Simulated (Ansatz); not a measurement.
Molecule: SiF3, charge 0, multiplicity 2. It need not be the lowest isomer of its formula. SMILES: F[Si](F)F
Geometry from a B3LYP-D3(BJ)/def2-TZVP (Ansatz, an electronic-structure program) optimisation:
```
Si
F 1 1.5883
F 1 1.5883 2 107.92
F 1 1.5883 2 107.92 3 -116.39
```
Charge 0, spin multiplicity 2.

Task: Give the harmonic wavenumbers at B3LYP-D3(BJ)/def2-TZVP (Ansatz, finite differences of forces, unscaled).

Result: 282, 282, 398, 817, 942, 942 cm⁻¹. Zero-point energy 5.2 kcal/mol.

Task: From these and the geometry, give the ideal-gas thermochemistry at 298.15 K and 1 atm (rigid rotor, harmonic oscillator).

Result: Point group C3v, rotational symmetry number 3. Rotational constants 7.35, 7.35, 4.032 GHz. S(trans) 39.24, S(rot) 22.62, S(vib) 4.44, S(elec, spin only) 1.38, S 67.7 cal/(mol K). H(298) - H(0) 3.23 kcal/mol; G - E(el) -11.7 kcal/mol.
